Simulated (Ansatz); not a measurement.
**SiGeHS, doublet: the ladder up to UCCSDT(Q)**

Geometry: displaced at random from a stationary point.

```xyz
4

Ge   -0.0093   -0.0229    0.9337
S    -0.0101    0.9749   -1.1879
Si    0.0379   -1.0971   -1.1237
H    -0.0649    1.2041    1.8142
```

Basis cc-pVDZ; Ansatz 0.2.0. Only valence electrons are correlated (noble-gas cores and the filled d shells of p-block atoms frozen), which leaves 15 electrons in 44 orbitals. R marks a restricted (for open shells ROHF) determinant, U an unrestricted one. Active spaces: frontier = (9e, 9o) about the gap. No spin–orbit coupling is included, and no scalar relativity.

Full CI isn't at hand for all of this; UCCSDT(Q) serves as the reference, and is uncertain by about the last step of the cluster series. The frozen core follows each run's orbitals, which can shift R against U totals by a few meV for light atoms and by up to 0.1 eV past Ca.

The UHF ⟨S²⟩ is 0.833 and the T1 diagnostic (RCCSD) is 0.0337. The largest doubles amplitude (RCCSD) is 0.079. The T1 diagnostic (UCCSD) is 0.0342.

```csv
level,E − E(UHF) (eV)
UMP2,-7.7506
UCCSD,-8.7490
UCCSD(T),-9.1770
```

Task: Estimate how far UCCSDT(Q) in cc-pVDZ lies from UCCSD(T). The table doesn't fix it; the size of (T) and the diagnostics are the guide.

Result: UCCSDT(Q) in cc-pVDZ lies 3.32 mEh below UCCSD(T), which is 21 % of the (T) step (-15.73 mEh). T1 is raised, but (T) still catches most of what CCSD lacks. The miss exceeds 1 kcal/mol.

The other levels:

```tsv
level	E − E(UCCSDT(Q)) (mEh)	wall time
UCCSDT	1.57	–
```

Run but not shown, since their state, orbitals or frozen core can't be matched to the reference's or they repeat it: RHF, RMP2, CISD, RCCSD, RCCSD(T), BCCD(T), RCCSDT, RCCSDT(Q), CASSCF (frontier space), NEVPT2 (frontier space), MRCISD (frontier space), MRCISD+Q (frontier space).
